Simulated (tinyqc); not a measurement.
Inside a calculation. Method: UHF in the sto-3g basis, for NH, spin multiplicity 3. Computed by tinyqc, a small Python program that keeps every step (integrals from PySCF). Settings: charge = 0, multiplicity = 3, basis = sto-3g, energy threshold = 1e-09, iteration cap = 61, orthogonalisation = canonical, start = core, DIIS depth = 0, method = UHF. Command: `OMP_NUM_THREADS=1 python tinyqc.py 22612 22613 out.jsonl` (the two numbers bound the seeds that draw the settings). One thread of a shared host (Intel(R) Xeon(R) Processor @ 2.60GHz), about 0.1 s of CPU time with the checks.

Geometry (angstrom):

| atom | x | y | z |
|---|---|---|---|
| N | 0.000000 | 0.000000 | 0.000000 |
| H | 0.000000 | 0.000000 | 1.422000 |

Stop when the energy changes by less than 1e-09 hartree and every element of the error matrix X^T (F D S - S D F) X (for each spin) is below 9e-06.

Course of the cycle:

| iteration | E (hartree) | change | largest element of the error matrix |
|---|---|---|---|
| 1 | -53.60579120 | - | 2.16e-01 |
| 2 | -54.18562385 | -5.80e-01 | 6.45e-02 |
| 3 | -54.20402841 | -1.84e-02 | 2.50e-02 |
| 4 | -54.20671798 | -2.69e-03 | 1.56e-02 |
| 5 | -54.20858608 | -1.87e-03 | 1.29e-02 |
| 6 | -54.21026430 | -1.68e-03 | 1.14e-02 |
| 7 | -54.21177203 | -1.51e-03 | 1.04e-02 |
| 8 | -54.21307988 | -1.31e-03 | 9.51e-03 |
| 9 | -54.21416740 | -1.09e-03 | 8.53e-03 |
| 10 | -54.21503335 | -8.66e-04 | 7.51e-03 |
| 11 | -54.21569462 | -6.61e-04 | 6.49e-03 |
| 12 | -54.21618041 | -4.86e-04 | 5.51e-03 |
| 13 | -54.21652510 | -3.45e-04 | 4.60e-03 |
| 14 | -54.21676239 | -2.37e-04 | 3.79e-03 |
| ... | ... | ... | ... |
| 27 | -54.21720581 | -5.29e-07 | 1.77e-04 |
| 28 | -54.21720613 | -3.20e-07 | 1.37e-04 |
| 29 | -54.21720632 | -1.93e-07 | 1.07e-04 |
| 30 | -54.21720644 | -1.16e-07 | 8.29e-05 |
| 31 | -54.21720651 | -7.02e-08 | 6.44e-05 |
| 32 | -54.21720655 | -4.23e-08 | 5.00e-05 |
| 33 | -54.21720658 | -2.55e-08 | 3.88e-05 |
| 34 | -54.21720659 | -1.54e-08 | 3.01e-05 |
| 35 | -54.21720660 | -9.25e-09 | 2.34e-05 |
| 36 | -54.21720661 | -5.57e-09 | 1.81e-05 |
| 37 | -54.21720661 | -3.35e-09 | 1.41e-05 |
| 38 | -54.21720661 | -2.02e-09 | 1.09e-05 |
| 39 | -54.21720662 | -1.21e-09 | 8.46e-06 |
| 40 | -54.21720662 | -7.30e-10 | 6.56e-06 |

Can the last value be used, and what does the course show?

Yes. Converged in 40 iterations. PySCF UHF in the same basis, after a stability check = -54.21720662 hartree.
